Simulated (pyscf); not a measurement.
O=Nb(OH)(OH)–O–SiH₃ + H₂ -> O=NbH(OH)–OH + HO–SiH₃ (multi-bond step; singlet surface; Nb–O, H–H, H–Si broken, H–Nb, H–O, H–Si formed). Optimised with ωB97X-D3(BJ)/def2-SVP in PySCF. Energies in kcal/mol from the separated reactants.

```tsv
level	barrier	reaction energy
ωB97X-D3(BJ)/def2-TZVP	52.3	+36.7
PBE/def2-TZVP	?	?
B3LYP-D3(BJ)/def2-TZVP	55.3	+36.1
PBE0-D3(BJ)/def2-TZVP	?	+34.2
M06-2X/def2-TZVP	55.9	+35.6
ωB97M-D3(BJ)/def2-TZVP	54.0	+33.2
```

**Question.** Some entries are withheld; supply them.

**Answer.** 
- PBE/def2-TZVP, barrier: 47.7
- PBE/def2-TZVP, reaction energy: +33.7
- PBE0-D3(BJ)/def2-TZVP, barrier: 49.3

The functionals in the table span 8.2 kcal/mol in this barrier, from PBE to M06-2X. On the product side the descent ends in an adduct with a Nb–O contact, 14.0 kcal/mol under the separated species and 29.6 kcal/mol under the saddle at ωB97X-D3(BJ)/def2-TZVP. What is counted as broken (Nb–O) persists as a longer contact in the product adduct; parting that adduct is a step of its own. At the saddle there is also a short Nb–Si contact that neither side keeps. One saddle was located; it need not be the lowest between these sides. Elements past Kr carry the def2 core potentials, without spin-orbit coupling.
